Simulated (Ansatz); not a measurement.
# UHF/3-21G run of SiH2ClO (SMILES O[SiH]Cl)

What is the energy change on altering one bond length of SiH2ClO at UHF/3-21G? 

The calculation is run with Ansatz 0.2.0.

17 further runs of the same task are left out: 17 set aside as unsound or not needed.

## 1. The system as given

SiH2ClO has 5 atoms, charge 0, and is taken as a doublet. SMILES: `O[SiH]Cl`. The shape is that of a PBE0-D4/def2-TZVP optimisation. This is one conformer, not always the lowest.

Bond lengths: O1–Si2 1.639 Å, Si2–Cl3 2.065 Å, O1–H4 0.959 Å, Si2–H5 1.488 Å. Angles: O1–Si2–Cl3 111.1°, O1–Si2–H5 105.3°, Cl3–Si2–H5 108.3°, Si2–O1–H4 118.3°.

## 2. The energy at UHF/3-21G

The input, molecule.yaml:

```yaml
crystal:
  periodic: [false, false, false]
  atoms:
    - {symbol: O, position_ang: [-0.806100, -0.432000, -0.746500]}
    - {symbol: Si, position_ang: [-0.092300, 0.479800, 0.414000]}
    - {symbol: Cl, position_ang: [1.606600, -0.440800, 1.143600]}
    - {symbol: H, position_ang: [-1.024100, -1.343200, -0.540000]}
    - {symbol: H, position_ang: [0.316000, 1.736300, -0.271100]}
basis:
  gaussian: {orbitals: 3-21G.json}
accuracy: high
magnetization: {spin_polarized: true, initial_magnetization: 1}
hamiltonian: {xc: hf}
output: {orbitals: {seedname: orbitals}}
```

The basis set 3-21G is read from a file made from the Basis Set Exchange's data (not shown).

Launch:

```console
$ ansatz run molecule.yaml --threads 1 --pin off --max-ram 2610MiB --events-out events.jsonl --progress --plain --runs-dir runs
```

Output:

```text
Warning: RAYON_NUM_THREADS=1 ignored (pool sized by the plan → 1); use --threads N
Functional definition: HF
  name "HF"
  exchange = exact_x
  correlation = 0
822 factors; integrals over basis functions are off by at most 7.6e-9 eV
mean field evaluation 1: about -22320.4567 eV, gradient 2.1e1 eV
mean field evaluation 2: about -22320.6422 eV, gradient 2.1e1 eV
mean field evaluation 4: about -22322.5598 eV, gradient 1.6e0 eV
mean field evaluation 8: about -22322.6066 eV, gradient 2.8e-1 eV
mean field evaluation 16: about -22322.6088 eV, gradient 8.5e-6 eV
mean field -22322.60878000 eV, -820.3407418573 hartree, gradient 3.3e-8 eV, S^2 0.753237; 0 other end points of the search recorded, 0 dependent functions left out
reference -22322.60878000 eV, -820.3407418573 hartree; 21, 20 occupied and 18, 19 virtual orbitals, 822 factors
Total energy: -22322.60878000 eV, -820.3407418573 hartree
```

Wall time 0.52 s (1 thread of Intel Xeon Platinum 8375C at 2.90GHz (Ice Lake), shared host); peak memory 0.12 GiB.

## 3. The distorted shape, same level

The input, input.yaml:

```yaml
crystal:
  periodic: [false, false, false]
  atoms:
    - symbol: O
      position_ang: [-1.655571, 0.028311, -1.111309]
    - symbol: Si
      position_ang: [-0.941771, 0.940111, 0.049191]
    - symbol: Cl
      position_ang: [1.606600, -0.440800, 1.143600]
    - symbol: H
      position_ang: [-1.873571, -0.882889, -0.904809]
    - symbol: H
      position_ang: [-0.533471, 2.196611, -0.635909]
basis:
  gaussian: {orbitals: 3-21G.json}
hamiltonian: {xc: hf}
accuracy: high
total_charge: 0
magnetization: {spin_polarized: true, initial_magnetization: 1}
output: {orbitals: {seedname: orbitals}}
```

The basis set 3-21G is read from a file made from the Basis Set Exchange's data (not shown).

Launch:

```console
$ ansatz run input.yaml --threads 1 --pin off --max-ram 2610MiB --events-out events.jsonl --progress --plain --runs-dir runs
```

Output (excerpt; [...] marks lines left out):

```text
Warning: RAYON_NUM_THREADS=1 ignored (pool sized by the plan → 1); use --threads N
Functional definition: HF
  name "HF"
[...]
793 factors; integrals over basis functions are off by at most 8.5e-9 eV
[...]
mean field -22321.18604981 eV, -820.2884574871 hartree, gradient 7.5e-8 eV, S^2 0.894094; 2 other end points of the search recorded, 0 dependent functions left out
reference -22321.18604981 eV, -820.2884574871 hartree; 21, 20 occupied and 18, 19 virtual orbitals, 793 factors
Total energy: -22321.18604981 eV, -820.2884574871 hartree
```

It took 1.6 s on 1 thread of Intel Xeon Platinum 8375C at 2.90GHz (Ice Lake), shared host; peak memory 0.13 GiB.

## 4. What came out

At UHF/3-21G:

| quantity | value |
| --- | --- |
| first shape: total energy | -820.34074 Eh |
| first shape: HOMO energy (highest over α and β) | -9.50 eV |
| first shape: LUMO energy (lowest over α and β) | 0.64 eV |
| first shape: ⟨S²⟩ | 0.753 |
| distorted shape: total energy | -820.28846 Eh |
| distorted shape: HOMO energy (highest over α and β) | -9.34 eV |
| distorted shape: LUMO energy (lowest over α and β) | -1.24 eV |
| distorted shape: ⟨S²⟩ | 0.894 |
| energy change with the Si2–Cl3 bond stretched from 2.065 to 3.098 Å | 1.423 eV |

In words: With the Si2–Cl3 bond stretched from 2.065 to 3.098 Å the energy rises by 1.42 eV (33 kcal/mol). The first shape isn't relaxed at this level, so the change isn't measured from a minimum. ⟨S²⟩ (distorted shape) is 0.89 where a pure doublet has 0.75: the reference is spin-contaminated.
